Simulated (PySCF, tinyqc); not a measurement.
LCCD on RHF in the sto-6g basis, frozen core, for BH, spin multiplicity 1, step by step. The lowest restricted solution is unstable here: a spin-polarised one lies 0.0072 hartree lower (PySCF). One step of it, computed by the program tinyqc.

Question. Integrals over molecular orbitals. (pq|rs) = sum C_ip C_jq C_kr C_ls (ij|kl), one index at a time.

coefficients C, order 1B 1s, 1B 2s, 1B 2px, 1B 2py, 1B 2pz, 2H 1s:
```
[[0.995494, -0.253287, 0.126858, 0.000000, 0.000000, -0.080694],
 [0.016688, 0.879507, -0.500595, 0.000000, 0.000000, 0.338986],
 [0.000000, 0.000000, 0.000000, 0.931398, 0.364002, 0.000000],
 [0.000000, 0.000000, 0.000000, -0.364002, 0.931398, 0.000000],
 [0.002525, 0.078452, 0.576449, 0.000000, 0.000000, 0.863289],
 [-0.002270, 0.351585, 0.615001, 0.000000, 0.000000, -0.801007]]
```

core Hamiltonian H = T + V (hartree), order 1B 1s, 1B 2s, 1B 2px, 1B 2py, 1B 2pz, 2H 1s:
```
[[-12.740438, -3.156467, 0.000000, 0.000000, -0.008653, -0.212780],
 [-3.156467, -3.670699, 0.000000, 0.000000, -0.082676, -0.685147],
 [0.000000, 0.000000, -2.903689, 0.000000, 0.000000, 0.000000],
 [0.000000, 0.000000, 0.000000, -2.903689, 0.000000, 0.000000],
 [-0.008653, -0.082676, 0.000000, 0.000000, -2.952623, -0.738471],
 [-0.212780, -0.685147, 0.000000, 0.000000, -0.738471, -1.949082]]
```

Two-electron integrals (ij|kl) in chemists' order, unique and non-zero (hartree):
```
(11|11) 2.924993   (21|11) 0.480756   (21|21) 0.099484   (22|11) 0.743449
(22|21) 0.188967   (22|22) 0.544922   (31|31) 0.021096   (32|31) 0.030854
(32|32) 0.120443   (33|11) 0.743450   (33|21) 0.188967   (33|22) 0.544922
(33|33) 0.587109   (41|41) 0.021096   (42|41) 0.030854   (42|42) 0.120443
(43|43) 0.031641   (44|11) 0.743450   (44|21) 0.188967   (44|22) 0.544922
(44|33) 0.523827   (44|44) 0.587109   (51|51) 0.021096   (52|51) 0.030854
(52|52) 0.120443   (53|53) 0.031641   (54|54) 0.031641   (55|11) 0.743450
(55|21) 0.188967   (55|22) 0.544922   (55|33) 0.523827   (55|44) 0.523827
(55|55) 0.587109   (61|11) 0.032908   (61|21) 0.006617   (61|22) 0.012530
(61|33) 0.012464   (61|44) 0.012464   (61|51) 0.000525   (61|52) 0.001019
(61|55) 0.012662   (61|61) 0.000457   (62|11) 0.108743   (62|21) 0.028300
(62|22) 0.093717   (62|33) 0.090862   (62|44) 0.090862   (62|51) 0.003228
(62|52) 0.021301   (62|55) 0.099427   (62|61) 0.002017   (62|62) 0.026194
(63|31) 0.002473   (63|32) 0.012274   (63|53) 0.003648   (63|63) 0.002305
(64|41) 0.002473   (64|42) 0.012274   (64|54) 0.003648   (64|64) 0.002305
(65|11) 0.115704   (65|21) 0.030443   (65|22) 0.105527   (65|33) 0.100363
(65|44) 0.100363   (65|51) 0.005327   (65|52) 0.033438   (65|55) 0.115854
(65|61) 0.002248   (65|62) 0.034124   (65|65) 0.045901   (66|11) 0.295565
(66|21) 0.078252   (66|22) 0.291731   (66|33) 0.277904   (66|44) 0.277904
(66|51) 0.008523   (66|52) 0.077536   (66|55) 0.319384   (66|61) 0.005607
(66|62) 0.116028   (66|65) 0.162052   (66|66) 0.774999
```

Give: one-electron integrals over orbitals h = C^T H C; Two-electron integrals over orbitals.

Answer.

one-electron integrals over orbitals h = C^T H C (hartree):
```
[[-12.7308, 0.3305, -0.1574, 0.0000, 0.0000, 0.1053],
 [0.3305, -2.9472, 0.2690, 0.0000, 0.0000, -0.3877],
 [-0.1574, 0.2690, -2.5308, 0.0000, 0.0000, -0.4366],
 [0.0000, 0.0000, 0.0000, -2.9037, 0.0000, 0.0000],
 [0.0000, 0.0000, 0.0000, 0.0000, -2.9037, 0.0000],
 [0.1053, -0.3877, -0.4366, 0.0000, 0.0000, -2.4644]]
```

Two-electron integrals over orbitals (pq|rs), unique and non-zero (hartree); the lowest 1 orbital is frozen and left out:
```
(22|22) 0.4717    (32|22) -0.0034   (32|32) 0.1185    (33|22) 0.4308
(33|32) -0.0008   (33|33) 0.4703    (42|42) 0.0886    (43|42) -0.0393
(43|43) 0.0334    (44|22) 0.4821    (44|32) -0.0780   (44|33) 0.4209
(44|44) 0.5871    (52|52) 0.0886    (53|52) -0.0393   (53|53) 0.0334
(54|54) 0.0316    (55|22) 0.4821    (55|32) -0.0780   (55|33) 0.4209
(55|44) 0.5238    (55|55) 0.5871    (62|22) 0.0561    (62|32) -0.0136
(62|33) -0.0246   (62|44) 0.0784    (62|55) 0.0784    (62|62) 0.0906
(63|22) 0.0344    (63|32) -0.1121   (63|33) 0.0023    (63|44) 0.0999
(63|55) 0.0999    (63|62) 0.0570    (63|63) 0.1473    (64|42) 0.0271
(64|43) 0.0039    (64|64) 0.0260    (65|52) 0.0271    (65|53) 0.0039
(65|65) 0.0260    (66|22) 0.4713    (66|32) 0.0513    (66|33) 0.4651
(66|44) 0.4393    (66|55) 0.4393    (66|62) 0.0238    (66|63) -0.0250
(66|66) 0.5299
```
